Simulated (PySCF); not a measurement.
Cl2, SMILES ClCl (connectivity only; charge and spin as stated), charge +1, multiplicity 2.

The structure is a stationary point at PBE0-D3(BJ)/def2-TZVPD.

The numbers are results of PBE0-D3(BJ)/def2-TZVPD (PySCF 2.14.0), not measurements.

Frequencies are harmonic and unscaled.

```tsv
mode	ν (cm⁻¹)	IR (km/mol)	moving atoms (share of kinetic energy)
1	675	0.0	Cl 100 %
```
